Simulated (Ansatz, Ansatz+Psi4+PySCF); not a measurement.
```xyz
3

C     0.0000    0.0000   -0.5118
N     0.0000    0.0000    0.6645
H     0.0000    0.0000   -1.5808
```

Basis set: cc-pVTZ (spherical functions). Correlated methods keep 2 orbitals frozen. Charge 0, multiplicity 1.

Computed with Ansatz (development build ahead of 0.2.0); free ground-state atoms in the same class of orbitals, no zero-point energy, no relativity.

The atomization energy of singlet CHN from measured heats of formation, zero-point and thermal terms removed is 13.564 eV (G2/97 set, Curtiss et al., J. Chem. Phys. 106, 1063 (1997), as shipped with ASE); it holds spin-orbit and other relativistic effects.

How far do RHF-CCSD(T), RHF-MP2 miss it in this basis?

| method | atomization energy (eV) | computed − measured (eV) |
| --- | --- | --- |
| RHF-CCSD(T) | 13.051 | -0.513 |
| RHF-MP2 | 13.579 | 0.015 |
